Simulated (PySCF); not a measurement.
Species: C4H7ClO.
Z-matrix (Å and degrees, PBE0-D3(BJ)/def2-SVP geometry), rows numbered from 1:
```
C 
C   1  1.3291
Cl  2  1.7384  1  122.12
C   2  1.4975  1  125.64  3   179.88
O   4  1.3880  2  110.15  1     0.52
C   5  1.3937  4  113.51  2  -179.37
H   1  1.0910  2  118.39  3  -179.95
H   1  1.0905  2  121.61  3     0.06
H   4  1.1113  2  108.61  1   123.15
H   4  1.1115  2  108.53  1  -122.01
H   6  1.1079  5  111.96  4    60.38
H   6  1.0984  5  107.76  4   179.67
H   6  1.1078  5  111.98  4   -61.01
```

Method used: PBE0-D3(BJ)/def2-SVP geometry optimisation, gas phase (PySCF).

Masses are those of the commonest isotopes; rigid-rotor values at the optimised geometry. The values belong to one conformer with, in the numbering `[CH2:1]=[C:2]([Cl:3])[CH2:4][O:5][CH3:6]`, C1–C2–C4–O5 1°, C2–C4–O5–C6 -179°.

Task: Give the principal moments of inertia and the rotational constants in GHz.

Result: Ia = 72.52, Ib = 356.07, Ic = 422.18 u·Å²; 505379 MHz·u·Å²/I gives 6969, 1419 and 1197 MHz, that is A = 6.9685, B = 1.4193, C = 1.1971 GHz.

Task: What kind of rotor is it?

Result: A near-prolate asymmetric top. Ray's parameter κ = (2B − A − C)/(A − C) = -0.923; −1 is the prolate and +1 the oblate limit.

Task: What does the inertial defect say?

Result: Not planar: Δ = Ic − Ia − Ib = -6.42 u·Å². For a rigid frame Δ = −2 Σ m c², so Σ m c² = 3.21 u·Å² lies off the ab plane, practically all of it from hydrogen. The atom farthest from that plane is 0.91 Å away.

Task: Give the other two planar moments, Paa and Pbb, and the rms extents of the mass along the axes.

Result: Paa = Σ m a² = (Ib + Ic − Ia)/2 = 352.86 and Pbb = Σ m b² = (Ia + Ic − Ib)/2 = 69.32 u·Å². With the mass M = 106.02 u, the rms extents √(P/M) along a, b and c are 1.82, 0.81, 0.17 Å.

Task: Give the coordinates in the principal-axis frame, origin at the centre of mass.

Result: The sense of each axis is arbitrary; atoms in the order of the calculation.
```csv
atom,mass (u),a (Å),b (Å),c (Å)
C1,12.000,0.526,-1.719,-0.003
C2,12.000,0.539,-0.390,0.000
Cl3,34.969,2.021,0.519,0.000
C4,12.000,-0.669,0.495,0.000
O5,15.995,-1.825,-0.274,0.009
C6,12.000,-2.995,0.482,-0.005
H7,1.008,-0.439,-2.228,-0.004
H8,1.008,1.448,-2.300,-0.004
H9,1.008,-0.616,1.167,0.883
H10,1.008,-0.623,1.156,-0.893
H11,1.008,-3.066,1.120,-0.908
H12,1.008,-3.844,-0.215,-0.002
H13,1.008,-3.075,1.139,0.884
```

Task: Predict some low-J microwave lines.

Result: The dipole components are |μa| = 1.67 D, |μb| = 0.66 D, |μc| = 0.00 D; the mirror of this Cs structure is the ab plane, so μc vanishes by symmetry (the 0.02 D computed is a residue) and there are no c-type lines. The squared components, which scale the intensities, stand as 1.00 : 0.16 (a : b). Some lines, for components of 0.1 D or more:

```
type  branch         J(Ka,Kc)    MHz  lower level (cm⁻¹)
   a       R  2(1,2) ← 1(1,1)   5011               0.272
   b       Q  1(1,0) ← 1(0,1)   5771               0.087
   a       R  3(1,2) ← 2(1,1)   8178               0.462
   b       R  5(0,5) ← 4(1,4)   8323               1.024
   a       R  4(0,4) ← 3(0,3)  10400               0.523
   a       R  4(2,3) ← 3(2,2)  10460               1.279
   a       R  5(0,5) ← 4(0,4)  12953               0.869
   a       R  5(4,2) ← 4(4,1)  13096               3.894
   b       R  4(1,4) ← 3(0,3)  15031               0.523
   b       Q  3(2,2) ← 3(1,3)  17652               0.690
   b       Q  4(2,3) ← 4(1,4)  18104               1.024
   b       R  2(2,1) ← 1(1,0)  22103               0.280
   b       R  3(2,2) ← 2(1,1)  24497               0.462
   b       R  4(2,3) ← 3(1,2)  26779               0.735
   b       Q  5(3,2) ← 5(2,3)  28136               2.071
   b       Q  3(3,1) ← 3(2,2)  28306               1.279
   b       Q  5(4,1) ← 5(3,2)  39600               3.010
   b       Q  5(5,0) ← 5(4,1)  50929               4.331
   b       Q  5(5,1) ← 5(4,2)  50929               4.331
   b       R  5(4,2) ← 4(3,1)  52706               2.573
```

No PBE0-D3(BJ)/def2-SVP frequencies stand behind this structure, so it isn't proved a minimum. These are rigid-rotor constants of the computed structure; measured ground-state constants (B0) also hold zero-point vibration. A rigid rotor knows nothing of internal rotation, which can split or shift real lines. Quadrupole hyperfine structure (35Cl) is left out.
